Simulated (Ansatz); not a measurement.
Species, as SMILES: [NH2] (NH2), doublet.
Atoms: N1, H2, H3. Bonds: N1-H2, N1-H3.

Basis-set convergence of the optimised N1-H2 bond length at CCSD(T) with Ansatz (a first-principles code). The reference of a correlated method is not its basis-set limit, which lies further on. All functions are spherical. Cores are frozen. Open shells are unrestricted. No added dispersion term, no relativity. Reference: the value in def2-QZVPP, 1.0250 Å. Deviations are taken from unrounded values.

```csv
basis,functions
pcseg-0,13
pcseg-1,24
aug-pcseg-1,41
pcseg-2,58
aug-pcseg-2,92
```

Which is the smallest pcseg set listed that can be trusted to 0.003 Å here, that is, within that of the reference together with its larger relatives (same family, alike in diffuse functions; a set with none to test it counts only in the reference's own line)?

Of the sets listed that have larger relatives (same family, alike in diffuse functions), none stays within 0.003 Å of the reference together with them. Inside, with no larger relative to test it: pcseg-2, aug-pcseg-2. Value minus reference: pcseg-0 0.0300, pcseg-1 0.0085, aug-pcseg-1 0.0093, pcseg-2 0.0000, aug-pcseg-2 0.0006 Å.
